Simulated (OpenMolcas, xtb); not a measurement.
**How methods differ on C3H4 (cyclopropene)**

The species is C3H4 (7 atoms), meant as a singlet with charge 0. SMILES: `C1=CC1`. Geometry: relaxed at PBE0-D4/def2-TZVP.

Each level gives the dipole moment (D). The values are calculated.

Measured value to compare with: NIST CCCBDB gives the dipole moment of the gas as 0.45 D.

| level | kind | program | value (D) | computed − measured | CPU time |
| --- | --- | --- | --- | --- | --- |
| GFN0-xTB | semi-empirical | xtb | 0.69 | +0.24 | under 2 s |
| HF/aug-cc-pVDZ | Hartree–Fock | OpenMolcas | 0.49 | +0.04 | 14 s |
| SVWN5/aug-cc-pVDZ | LDA | OpenMolcas | 0.48 | +0.03 | 34 s |
| revPBE/aug-cc-pVDZ | GGA | OpenMolcas | 0.48 | +0.03 | 47 s |
| M06-L/aug-cc-pVDZ | meta-GGA | OpenMolcas | 0.47 | +0.02 | 71 s |
| B3LYP/aug-cc-pVDZ | global hybrid | OpenMolcas | 0.48 | +0.03 | 49 s |

Nearest: M06-L/aug-cc-pVDZ (+0.02 D); farthest: GFN0-xTB (+0.24 D). The measured dipole is a vibrational average, so differences of a few hundredths of a debye mean little. Computed less measured by kind, in D (aug-cc-pVDZ rows): semi-empirical +0.24; Hartree–Fock +0.04; LDA +0.03; GGA +0.03; meta-GGA +0.02; global hybrid +0.03. Magnitudes only: a small dipole may point the other way at some levels. Times are those of the runs behind each value, whatever else they computed, on shared processors of several kinds: orders of magnitude only.
